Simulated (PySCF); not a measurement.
Compound: HLi.
Z-matrix (Å and degrees, B3LYP/6-31+G* geometry), rows numbered from 1:
```
Li
H   1  1.6206
```

Method: B3LYP/6-31+G* geometry optimisation, gas phase (PySCF).

Masses are those of the commonest isotopes; rigid-rotor values at the optimised geometry. 

(1) What are the moment of inertia and the rotational constant?

(2) List the first levels of a rigid rotor in a Σ state.

(3) Where do the first rotational lines fall?

(4) Estimate the classical rotational partition function at 298.15 K.

Results:

(1) I = 2.314 u·Å², B = 505379 MHz·u·Å²/I = 218364 MHz (7.2839 cm⁻¹, or 10.480 K as hB/k). For two atoms I = μr² with μ = 0.8812 u and r = 1.6206 Å.

(2) E(J) = BJ(J+1): J = 1: 14.568, J = 2: 43.703, J = 3: 87.406, J = 4: 145.677, J = 5: 218.516, J = 6: 305.922 cm⁻¹.

(3) The dipole is 5.65 D; J+1 ← J lies at 2B(J+1): 1 ← 0 at 436.73 GHz, 2 ← 1 at 873.46 GHz, 3 ← 2 at 1310.19 GHz, 4 ← 3 at 1746.92 GHz, 5 ← 4 at 2183.64 GHz, 6 ← 5 at 2620.37 GHz.

(4) Point group C∞v, symmetry number σ = 1; q = kT/(σhB), k/h = 20836.6 MHz/K: 28.4 at 298.15 K.

No B3LYP/6-31+G* frequencies stand behind this structure, so it isn't proved a minimum. Constants of a rigid frame at the computed geometry: no zero-point averaging, no centrifugal distortion.

The run took 1.1 s wall on one thread of an Arm Neoverse N1, no GPU, shared host, and the process peaked at 0.22 GiB of memory. That covers the optimisation of the geometry.
